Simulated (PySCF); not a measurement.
Compound: C₃H₆N (doublet state).
Structure used (GFN2-xTB), in Å, numbered top down from 1:
```
atom  x, y, z in Å
N1     1.4460   -0.6242    0.2495
C2     0.4720    0.2338   -0.2553
C3    -0.8744   -0.1744   -0.6961
C4    -0.6862    0.7429    0.5016
H5     1.8969   -1.1958   -0.4514
H6     2.1070   -0.1801    0.8717
H7    -1.2109   -1.1903   -0.5203
H8    -1.2802    0.2616   -1.5985
H9    -0.9678    1.7803    0.3849
H10   -0.8937    0.3508    1.4913
```

The hyperfine couplings belong to this conformer and change with its torsions.

The species is `N[C]1CC1` [radical].

Theory: PySCF 2.14.0, UKS B3LYP, pcH-1 on C H N, non-relativistic, mean-field spin-orbit, GIAO. One conformer (not necessarily the lowest) at the GFN2-xTB geometry, without solvent, vibrations or thermal averaging. A GFN2-xTB geometry isn't a minimum of the functional, and hyperfine couplings can be far from their values at a DFT geometry. No stability test was run, so a lower SCF solution isn't excluded.

Match the computed a_iso(13C) values +323.4, +10.2 MHz (means over equivalent nuclei) with the sites C2; C3/C4.

| site | a_iso (MHz) | ρ(0) (bohr⁻³) | position | distance from C2 (Å) | spin population | largest \|T\| (MHz) |
| --- | --- | --- | --- | --- | --- | --- |
| C2 | +323.4 | +0.2877 | largest spin population | 0.00 | +0.75 | 122.0 |
| C3/C4 | +10.2 | +0.0091 | 1 bond from C2 | 1.47 | 0.00 | 7.7 |

The isotropic 1H couplings, averaged over equivalent nuclei, are +36.5, 0.0 MHz. Assign them to H5/H6; H7/H8/H9/H10.

```
        site  a_iso (MHz)  ρ(0) (bohr⁻³)                                            position  distance from C2 (Å)  bound to  spin population there  largest |T| (MHz)
       H5/H6          0.0         0.0000  β, 2 bonds from C2, on N1 of spin population +0.18                  2.03        N1                  +0.18               20.0
H7/H8/H9/H10        +36.5        +0.0082                                  β, 2 bonds from C2                  2.21     C3/C4                   0.00                8.5
```

ρ(0) is the spin density at the nucleus and T the dipolar tensor; entries for several nuclei are means. The largest Mulliken spin populations are on C2 (+0.75) and N1 (+0.18). The angles at C2 add up to 312.4°, so it is pyramidal.

Class means assume fast exchange of nuclei equivalent by connectivity; if that motion is slow, each nucleus keeps its own coupling. The 1H value of +36.5 MHz is a mean of couplings from 25.7 to 47.3 MHz in this one geometry, not an average over conformers.
